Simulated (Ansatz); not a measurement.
Structure relaxation of Ti3C2

Level of theory: DFT r2SCAN, scalar-relativistic, plane waves, PAW (Ansatz). Cutoff 500 eV, Γ-centred k mesh, Gaussian smearing, no spin polarisation in the final step.

Ti3C2 was placed on the anti-tetradymite structure type (R-3m, No. 166), with C in place of Bi, Ti in place of Te, at a guessed volume.

```xyz
5
Lattice="1.5693 0.9060 7.2744 -1.5693 0.9060 7.2744 0.0000 -1.8121 7.2744" Properties=species:S:1:pos:R:3 pbc="T T T"
Ti    0.0000    0.0000    0.0000
Ti    0.0000    0.0000    4.5720
Ti    0.0000    0.0000   17.2513
C     0.0000    0.0000    8.7293
C     0.0000    0.0000   13.0940
```

Cell and atoms relax at zero pressure; the relaxation can't lower the symmetry of the start. After a coarse first stage the cell is made exact in the group found at 0.06 Å.

Energies over the elements count from the elements' standard structures at the same level, with no empirical corrections.

Describe the relaxed structure.

It keeps R-3m (No. 166). The result has the tetradymite structure. Conventional cell: a = 3.072 Å, c = 22.161 Å. Ti on Wyckoff site a (1 atom of the primitive cell) is coordinated by 6 C at 2.20 Å; around Ti on Wyckoff site c (2 atoms of the primitive cell) lie 3 C at 2.08 Å; C is coordinated by 6 Ti at 2.08–2.20 Å.

```cif
data_structure
_symmetry_space_group_name_H-M 'R-3m:H'
_symmetry_Int_Tables_number 166
_cell_length_a 3.0718
_cell_length_b 3.0718
_cell_length_c 22.1608
_cell_angle_alpha 90.000
_cell_angle_beta 90.000
_cell_angle_gamma 120.000
_cell_volume 181.09
loop_
_atom_site_label
_atom_site_type_symbol
_atom_site_symmetry_multiplicity
_atom_site_Wyckoff_symbol
_atom_site_fract_x
_atom_site_fract_y
_atom_site_fract_z
_atom_site_occupancy
Ti1 Ti 3 a 0.00000 0.00000 0.00000 1
Ti2 Ti 6 c 0.33333 0.66667 0.89269 1
C1 C 6 c 0.66667 0.33333 0.72503 1
```

What are its volume, energy, density and gap?

The volume per atom is 12.07 Å³, the density is 4.61 g/cm³ and the energy over the elements is -0.86 eV/atom. The gap on the 12×12×12 mesh is 0 eV (a metal).

The final run used a 12×12×12 mesh on its 5-atom cell and 0.10 eV smearing. For metals, differences of a few meV/atom aren't resolved. Symmetry constrained the relaxation, so the result can be a saddle point.

Cost: 3 runs of about 4 core-minutes in all, on Intel Xeon Platinum 8375C (Ice Lake) (shared hosts).